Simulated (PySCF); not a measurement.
# Continuum solvent and chemical shifts

Mapped SMILES: `[CH2:1]1[CH2:2][NH:3][CH2:4][CH2:5][NH:6]1`. Hydrogens are named by the atom that carries them.

GIAO PBE0/pcSseg-1 in PySCF 2.14.0 with density-fitted response routines on one PBE0-D3(BJ)/def2-SVP conformer, non-relativistic, equivalent nuclei averaged. Solvents enter as an IEF-PCM continuum (benzene with ε = 2.3, chloroform with ε = 4.7) around the gas-phase geometry. Shifts are referred to TMS computed in the same medium.

Gas phase, δ in ppm: C1/C2/C4/C5 50.7, H(C1)/H(C2)/H(C4)/H(C5) 2.48, H(N3)/H(N6) 0.02. Dipole moment 0.00 D.

**Question.** How does each δ change in the continuum?

**Answer.** 
```csv
atoms,environment,"Δδ, benzene","Δδ, chloroform"
C1/C2/C4/C5,sp3 CH2 bonded to N,-0.2,-0.3
H(C1)/H(C2)/H(C4)/H(C5),hydrogen on an sp3 CH2 bonded to N,+0.03,+0.04
H(N3)/H(N6),hydrogen on an amine nitrogen,+0.22,+0.36
```

Changes are relative to the gas phase.

**Question.** Which nuclei move most (in ppm), and what does the model miss?

**Answer.** C1/C2/C4/C5 (sp3 CH2 bonded to N, -0.3 ppm) and H(N3)/H(N6) (hydrogen on an amine nitrogen, +0.36 ppm) in chloroform. A continuum only polarises the solute; specific hydrogen bonds, the anisotropy of aromatic solvents and changes of geometry or conformer are outside it.
